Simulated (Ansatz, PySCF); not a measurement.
This PySCF input computes a CCSD(T)/cc-pVDZ energy:

```python
from pyscf import gto, scf, mp, cc as ccmod

mol = gto.M(
    atom='''
    C    -0.62506249    0.09868167    0.06335550
    F     0.74037567   -0.11688673   -0.07504349
    H    -0.89947162   -0.04282710    1.10961518
    H    -0.85396320    1.11823461   -0.24985477
    H    -1.15957127   -0.61551701   -0.56450199
    ''',
    basis='cc-pvdz',
    charge=0,
    spin=0,
    verbose=4,
)

mf = scf.RHF(mol)
mf.conv_tol = 1e-10
mf.max_cycle = 100
mf.kernel()
mp2 = mp.MP2(mf, frozen=2).run()
cc = ccmod.CCSD(mf, frozen=2)
cc.max_cycle = 100
cc.kernel()
et = cc.ccsd_t()
print(f'E(CCSD(T)) = {cc.e_tot + et:.9f}')
```

Q: Write an input for the same energy in Ansatz (a first-principles code) and say what it gives.

A: 
Ansatz 0.2 input:
```yaml
crystal:
  periodic: [false, false, false]
  atoms:
    - {symbol: C, position_ang: [-0.62506249, 0.09868167, 0.06335550]}
    - {symbol: F, position_ang: [0.74037567, -0.11688673, -0.07504349]}
    - {symbol: H, position_ang: [-0.89947162, -0.04282710, 1.10961518]}
    - {symbol: H, position_ang: [-0.85396320, 1.11823461, -0.24985477]}
    - {symbol: H, position_ang: [-1.15957127, -0.61551701, -0.56450199]}
basis:
  gaussian:
    orbitals: cc-pVDZ
magnetization: {spin_polarized: false}
correlation: {method: ccsd_t, electrons: outside_noble_gas}
```
It gives -139.40706 Eh, and PySCF -139.40706 Eh, a difference of 0.00 mEh.
